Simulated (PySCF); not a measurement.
Molecule: SMILES CCC, C₃H₈.

Geometry:
```
atom   x (Å)   y (Å)   z (Å)
  C1   1.211   0.449  -0.092
  C2   0.125  -0.607   0.039
  C3  -1.279  -0.021   0.072
  H4   2.217   0.002  -0.113
  H5   1.088   1.036  -1.017
  H6   1.181   1.160   0.751
  H7   0.297  -1.200   0.953
  H8   0.204  -1.321  -0.799
  H9  -2.047  -0.804   0.157
 H10  -1.406   0.666   0.924
 H11  -1.492   0.554  -0.845
```

Geometry PBE0-D3(BJ)/def2-SVP throughout; GIAO in PySCF 2.14, gas phase, one conformer, non-relativistic; equivalent atoms averaged; functional PBE0.

For orientation, 6-31G* gives these shifts δ (against TMS at the same level): C2 17.9, C1/C3 17.2, H7/H8 1.47, H4/H5/H6/H9/H10/H11 0.99 ppm.

A run gave: C2 17.8, C1/C3 17.9, H7/H8 1.52, H4/H5/H6/H9/H10/H11 1.12 ppm (shifts δ (against TMS at the same level)).

Task: Which basis set was used in that run?
A. def2-TZVP
B. def2-SVP
C. STO-3G
D. 6-311+G(2d,p)
E. 6-31G

Result: E. H4/H5/H6/H9/H10/H11 tells them apart best: 6-31G gives 1.12, def2-SVP gives 0.83, STO-3G gives 0.70, 6-311+G(2d,p) gives 0.90, def2-TZVP gives 0.91 ppm.
